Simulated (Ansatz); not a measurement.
The input, for Ansatz 0.2.0:

```yaml
crystal:
  periodic: [false, false, false]
  atoms:
    - {symbol: C, position_ang: [-1.395711, 0.028666, 0.000000]}
    - {symbol: H, position_ang: [-1.758917, 1.055967, 0.000000]}
    - {symbol: H, position_ang: [-1.758917, -0.484985, 0.889668]}
    - {symbol: H, position_ang: [-1.758917, -0.484984, -0.889669]}
    - {symbol: H, position_ang: [-0.047711, 0.028666, 0.000000]}
    - {symbol: O, position_ang: [1.286289, 0.028666, 0.000000]}
    - {symbol: H, position_ang: [1.538148, -0.911284, 0.000000]}
basis:
  gaussian: {orbitals: cc-pVDZ}
magnetization: {spin_polarized: false, initial_magnetization: 1}
correlation: {method: ccsdt_q, electrons: outside_noble_gas}
```

```sh
$ ansatz run in.yaml --threads 2 --pin off --events-out ev --progress --plain --max-ram 24576MiB --backend cuda --devices 0, --max-vram 18GiB
```

Problem. Roughly how long does this take on 2 threads of AMD EPYC 7R13 with a shared H100 80 GB, shared host, and how much host memory?

Solution. 13 s wall and 0.92 GiB.

```
961 factors; integrals over basis functions are off by at most 2.4e-7 eV
mean field evaluation 1: about -3141.2247 eV, gradient 2.9e1 eV
mean field evaluation 2: about -3141.2570 eV, gradient 2.9e1 eV
mean field evaluation 4: about -3143.4265 eV, gradient 3.1e0 eV
mean field evaluation 8: about -3143.6925 eV, gradient 1.4e0 eV
mean field evaluation 16: about -3143.7441 eV, gradient 4.7e-3 eV
mean field evaluation 32: about -3143.7430 eV, gradient 1.7e-1 eV
mean field evaluation 64: about -3143.2441 eV, gradient 6.4e-1 eV
mean field evaluation 96: about -3143.2476 eV, gradient 4.9e-1 eV
mean field evaluation 128: about -3143.2134 eV, gradient 8.4e0 eV
mean field -3143.74408078 eV, -115.5304640624 hartree, gradient 1.9e-6 eV, S^2 0.750000; 6 other end points of the search recorded, 0 dependent functions left out
mean field evaluation 160: about -3143.3602 eV, gradient 5.9e-2 eV
determinant -3143.74408078 eV, -115.5304640624 hartree, with singles and doubles -3154.18131465 eV, -115.9140253327 hartree
determinant -3143.24994153 eV, -115.5123047800 hartree, with singles and doubles -3153.15734599 eV, -115.8763951782 hartree
2 core orbitals not correlated: weight in the atoms' cores, before any rotation towards them, 1.000 or more for the frozen orbitals, at most 0.000 for the correlated occupied ones
reference -3143.74408078 eV, -115.5304640624 hartree; 8, 7 occupied and 43, 44 virtual orbitals, 961 factors
second order -9.23849964 eV of doubles, -0.15261146 eV of singles
cycle   1  -9.99395798 eV  change   -6.0e-1 eV  update   8.8e-2
cycle   2  -10.49315159 eV  change   -5.0e-1 eV  update   3.8e-2
cycle   3  -10.70878118 eV  change   -2.2e-1 eV  update   2.8e-2
cycle   4  -10.67890847 eV  change    3.0e-2 eV  update   1.5e-2
cycle   5  -10.68622890 eV  change   -7.3e-3 eV  update   8.3e-3
cycle   6  -10.69399844 eV  change   -7.8e-3 eV  update   2.9e-3
cycle   7  -10.69271272 eV  change    1.3e-3 eV  update   1.3e-3
cycle   8  -10.69338391 eV  change   -6.7e-4 eV  update   8.0e-4
cycle   9  -10.69353517 eV  change   -1.5e-4 eV  update   3.9e-4
cycle  10  -10.69311313 eV  change    4.2e-4 eV  update   1.8e-4
cycle  11  -10.69322198 eV  change   -1.1e-4 eV  update   8.5e-5
cycle  12  -10.69325521 eV  change   -3.3e-5 eV  update   3.5e-5
cycle  13  -10.69328960 eV  change   -3.4e-5 eV  update   1.7e-5
cycle  14  -10.69330411 eV  change   -1.5e-5 eV  update   7.7e-6
cycle  15  -10.69330444 eV  change   -3.3e-7 eV  update   3.5e-6
cycle  16  -10.69330408 eV  change    3.7e-7 eV  update   1.8e-6
perturbative correction -0.02034027 eV, -0.0007474910 hartree
Total energy: -3154.45772512 eV, -115.9241832300 hartree
```

For the same geometry and basis UCCSDT(Q) lies 0.4 meV lower.
